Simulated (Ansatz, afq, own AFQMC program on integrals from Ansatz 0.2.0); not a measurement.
AFQMC on a folder of integrals that Ansatz 0.2.0 wrote.

```yaml
crystal:
  periodic: [false, false, false]
  atoms:
    - {symbol: B, position_ang: [0.000000, 0.761887, -2.406751]}
    - {symbol: Al, position_ang: [0.000000, -0.553323, -0.706867]}
    - {symbol: Cl, position_ang: [0.000000, 0.188778, 1.271874]}
basis:
  gaussian: {orbitals: cc-pVDZ}
magnetization: {spin_polarized: false, initial_magnetization: 1}
correlation: {method: ccsd_t, electrons: outside_noble_gas, hamiltonian_folder: ham}
```

```sh
$ ansatz run in.yaml --threads 1 --pin off --events-out ev --progress --plain --max-ram 1382MiB
```

Options of the walk:

```
--method phaseless --trial cisd --walkers 60 --populations 1 --least-time 40 --time-step 0.005 --steps-per-block 50 --equilibration-blocks 28 --max-blocks 300 --target-error 0.00043 --factor-cut 1e-05 --start spin_pure --seed 553 --release-times 0.24,0.51,0.99,1.62,2.4 --release-step 0.03 --release-every 4 --taylor-order 6
```

Times are imaginary, in 1/Eh. The walk had a cap of 1701 s.

```
orbitals 39  electrons 7 6  factors 289 of 509
reference energy -725.99922489 Eh
CCSD correlation -0.28796076 Eh in 21 cycles, weight of the determinant in the CISD state 0.7851
energy of the start -726.287186 Eh
 block  time / (1/Eh)  mean weight  energy / Eh
     1     0.250  1.0007  -726.280930
     2     0.500  0.9996  -726.281160
     3     0.750  1.0011  -726.281046
     4     1.000  0.9996  -726.288206
     5     1.250  1.0025  -726.291040
     7     1.750  0.9993  -726.294859
     9     2.250  1.0004  -726.287179
    17     4.250  1.0005  -726.293226
    33     8.250  1.0004  -726.310812
    49    12.250  0.9984  -726.303539
    65    16.250  0.9997  -726.286914
    81    20.250  1.0002  -726.296261
    97    24.250  0.9993  -726.295322
   113    28.250  1.0001  -726.294389
   129    32.250  1.0016  -726.296037
   145    36.250  1.0010  -726.285703
   161    40.250  1.0007  -726.296161
   177    44.250  1.0027  -726.296876
   193    48.250  1.0024  -726.300514
   209    52.250  1.0002  -726.292899
   225    56.250  1.0025  -726.302534
   241    60.250  1.0015  -726.300628
   249    62.250  0.9997  -726.284608
   257    64.250  1.0007  -726.293656
   273    68.250  0.9998  -726.302461
   289    72.250  0.9989  -726.304267
   305    76.250  0.9982  -726.301466
   321    80.250  0.9976  -726.293167
blocks merged  error / Eh  count
     1  0.000393  300
     2  0.000489  150
     4  0.000598  75
     8  0.000705  37
    16  0.000895  18
    32  0.001096  9
released: time / (1/Eh)  energy / Eh  error  mean overlap
  0.24  -726.298592  0.000775  0.9980
  0.51  -726.300011  0.000616  0.9895
  0.99  -726.300745  0.000573  0.9815
  1.62  -726.300805  0.000867  0.9783
  2.40  -726.298204  0.000982  1.0041
energy -726.298167 +/- 0.000895 Eh
(rows thinned)
```

Question: Estimate how long the walk took on 1 thread of Intel(R) Xeon(R) 6975P-C (Granite Rapids), with other jobs on the host.

Answer: 7.6 min of wall time.

The run failed at least one of its tests; the cautions name the faults.

Against this walk (error 24.3 meV) on the same determinant: CCSD(T) 13.7 meV lower (within the noise), CCSDT(Q) 100.4 meV lower. The error is statistical and leaves out the bias of the constraint. Released to 2.40 1/Eh the energy moves by -1 ± 36 meV (both errors), within twice the noise. CCSDT(Q) is the surest value here, so the walk's 100 meV above it is most likely the bias of the constraint with this trial, which can have either sign.

Cautions: constraint bias not in the error; error not settled; error above the target (24.3 against 11.7 meV); higher spins were not checked; a spin-contaminated unrestricted determinant lies lower (UHF 966 meV lower, ⟨S²⟩ 1.60); the search met a lower determinant of the same kind, perhaps of another symmetry (101 meV lower), and this one is a saddle point.

CCSDT and higher add their correlation energy to the determinant of the CCSD(T) run, since their own runs factorise the integrals more tightly (a shift of under 2 meV). A walk keeps the symmetry of its determinant, which the program's search chose and which needn't be the lowest solution, so a lower state of the same spin and another symmetry isn't excluded.
